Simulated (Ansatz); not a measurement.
Li₃H₃⁺, that is (LiH)3 ring with one electron fewer. Total charge 1; doublet. Geometry r2SCAN-D4/def2-TZVP, that of the neutral singlet; atoms count from 1.

```xyz
6

Li   -0.4395   -1.1234   -1.0932
H    -0.6649    0.5050   -1.5864
Li   -0.1649    1.5820   -0.3471
H     0.4835    1.2370    1.2040
Li    0.6044   -0.4586    1.4404
H     0.1813   -1.7421    0.3824
```

(1) Estimate the Mulliken populations from the PBE0/def2-TZVP orbitals of Ansatz.

(2) Where does the spin sit?

Answers

(1) 
```json
{"atom": "Li1", "charge (e)": "0.63", "spin (α − β)": "-0.05"}
{"atom": "H2", "charge (e)": "-0.24", "spin (α − β)": "0.50"}
{"atom": "Li3", "charge (e)": "0.63", "spin (α − β)": "-0.05"}
{"atom": "H4", "charge (e)": "-0.36", "spin (α − β)": "0.27"}
{"atom": "Li5", "charge (e)": "0.70", "spin (α − β)": "0.05"}
{"atom": "H6", "charge (e)": "-0.36", "spin (α − β)": "0.27"}
```
Mulliken values and Mayer orders depend strongly on the basis.

(2) Summed by element: Li -0.05, H 1.05, of 1 unpaired in all. Largest on single atoms: H2 0.50, H6 0.27, H4 0.27.
